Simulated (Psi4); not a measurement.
# PN (phosphorus nitride) at SCAN/cc-pV(D+d)Z (sweep point 2)

Aim: the vertical ionisation energy of PN (phosphorus nitride) at SCAN/cc-pV(D+d)Z (sweep point 2), from 2 runs. 

Program for the calculation: Psi4 1.11.

**1. The structure to begin with**

PN: 2 atoms, total charge 0, spin state singlet. SMILES: `N#P`. Geometry: the measured bond length.

Bond lengths: N1–P2 1.491 Å.

**2. The energy at SCAN/cc-pV(D+d)Z (sweep point 2)**

Input file job.inp:

```
memory 1600 mb

molecule m {
  0 1
  N      0.000000     0.000000     0.000000
  P      0.000000     0.000000     1.490866
  units angstrom
  symmetry c1
}

set basis cc-pV(D+d)Z
set puream true
set scf_type pk
set dft_radial_points 99
set dft_spherical_points 590

energy('scan')
```

The run is started by

```bash
$ psi4 job.inp job.out -n 1
```

job.out, shortened:

```text
[...]
  Running in c1 symmetry.
[...]
  Nuclear repulsion =   37.269350243650337
[...]
  Multiplicity = 1
[...]
  Nalpha       = 11
  Nbeta        = 11
[...]
    Number of basis functions: 37
[...]
   @RKS iter   1:  -395.68338649097177   -3.10937e-02   2.35293e-02 ADIIS/DIIS
[...]
   @RKS iter   9:  -396.06834747997414   -2.30631e-09   4.99023e-07 DIIS
[...]
    Orbital Energies [Eh]
    ---------------------
    Doubly Occupied:
       1A    -76.841032     2A    -14.198268     3A     -6.518004
       4A     -4.664911     5A     -4.664911     6A     -4.659686
       7A     -0.820751     8A     -0.462815     9A     -0.310533
      10A     -0.310533    11A     -0.288040
[...]
  @RKS Final Energy:  -396.06834747997414
   => Energetics <=
    Nuclear Repulsion Energy =             37.2693502436503366
    One-Electron Energy =                -620.0442485197527276
    Two-Electron Energy =                 216.7662703137341964
    DFT Exchange-Correlation Energy =     -30.0597195176059593
    Empirical Dispersion Energy =           0.0000000000000000
    VV10 Nonlocal Energy =                  0.0000000000000000
    Total Energy =                       -396.0683474799741361
[...]
 Multipole Moments:
 ------------------------------------------------------------------------------------
     Multipole            Electronic (a.u.)      Nuclear  (a.u.)        Total (a.u.)
 ------------------------------------------------------------------------------------
 L = 1.  Multiply by 2.5417464519 to convert [e a0] to [Debye]
 Dipole X            :         -0.0000000            0.0000000           -0.0000000
 Dipole Y            :          0.0000000            0.0000000            0.0000000
 Dipole Z            :          1.4014632           -0.4240837            0.9773795
 Magnitude           :                                                    0.9773795
[...]
```

It took 7.5 s on 1 thread of AMD EPYC 7R43 (Zen 3), shared host; peak memory 0.58 GiB.

**3. The doublet cation, same level**

Input file calc.inp:

```
memory 1600 mb

molecule {
  1 2
  N      0.000000     0.000000     0.000000
  P      0.000000     0.000000     1.490866
  units angstrom
  symmetry c1
}

set reference uks
set puream true
set scf_type pk
set dft_radial_points 99
set dft_spherical_points 590
set maxiter 150

E = energy('scan/cc-pV(D+d)Z')
```

The run is started by

```bash
$ psi4 calc.inp calc.out -n 1
```

calc.out:

```text
[...]
  Running in c1 symmetry.
[...]
  Nuclear repulsion =   37.269350243650337
[...]
  Multiplicity = 2
[...]
  Nalpha       = 11
  Nbeta        = 10
[...]
    Number of basis functions: 37
[...]
   @UKS iter   1:  -395.32756601338275    3.24727e-01   2.01827e-02 DIIS/ADIIS
[...]
   @UKS iter  12:  -395.63917803824938   -1.49300e-08   8.76631e-07 DIIS
[...]
   @S^2 Observed:                8.168908636E-01
[...]
    Orbital Energies [Eh]
    ---------------------
    Alpha Occupied:
       1A    -77.228952     2A    -14.594854     3A     -6.893147
       4A     -5.040758     5A     -5.038465     6A     -5.038465
       7A     -1.187347     8A     -0.819705     9A     -0.681894
      10A     -0.645285    11A     -0.645285
    Alpha Virtual:
      12A     -0.425184    13A     -0.425184    14A     -0.228439
      15A      0.084616    16A      0.086802    17A      0.086847
      18A      0.127585    19A      0.127585    20A      0.170029
      21A      0.186962    22A      0.186962    23A      0.338235
      24A      0.497842    25A      0.497842    26A      0.667828
[...]
  @UKS Final Energy:  -395.63917803824938
   => Energetics <=
    Nuclear Repulsion Energy =             37.2693502436503366
    One-Electron Energy =                -612.1092767287307197
    Two-Electron Energy =                 208.9280787632210945
    DFT Exchange-Correlation Energy =     -29.7273303163901126
    Empirical Dispersion Energy =           0.0000000000000000
    VV10 Nonlocal Energy =                  0.0000000000000000
    Total Energy =                       -395.6391780382493835
[...]
 Multipole Moments:
 ------------------------------------------------------------------------------------
     Multipole            Electronic (a.u.)      Nuclear  (a.u.)        Total (a.u.)
 ------------------------------------------------------------------------------------
 L = 1.  Multiply by 2.5417464519 to convert [e a0] to [Debye]
 Dipole X            :          0.0000000            0.0000000            0.0000000
 Dipole Y            :         -0.0000000            0.0000000           -0.0000000
 Dipole Z            :          1.1551439           -0.4240837            0.7310601
 Magnitude           :                                                    0.7310601
[...]
```

Wall time 12 s (1 thread of AMD EPYC 7R43 (Zen 3), shared host); peak memory 0.58 GiB.

**4. What came out**

At SCAN/cc-pV(D+d)Z (sweep point 2):

```
                                          quantity          value
                          singlet PN: total energy  -396.06835 Eh
                         singlet PN: dipole moment         2.48 D
                           singlet PN: HOMO energy       -7.84 eV
                           singlet PN: LUMO energy       -2.93 eV
                         singlet PN: HOMO–LUMO gap        4.90 eV
                      doublet cation: total energy  -395.63918 Eh
doublet cation: HOMO energy (highest over α and β)      -17.00 eV
 doublet cation: LUMO energy (lowest over α and β)      -15.12 eV
                              doublet cation: ⟨S²⟩          0.817
vertical ionisation energy (to the doublet cation)      11.678 eV
```

Removing an electron at fixed nuclei costs 11.68 eV (1127 kJ/mol). −ε(HOMO) before ionisation, 7.84 eV, is 3.84 eV below this ionisation energy.
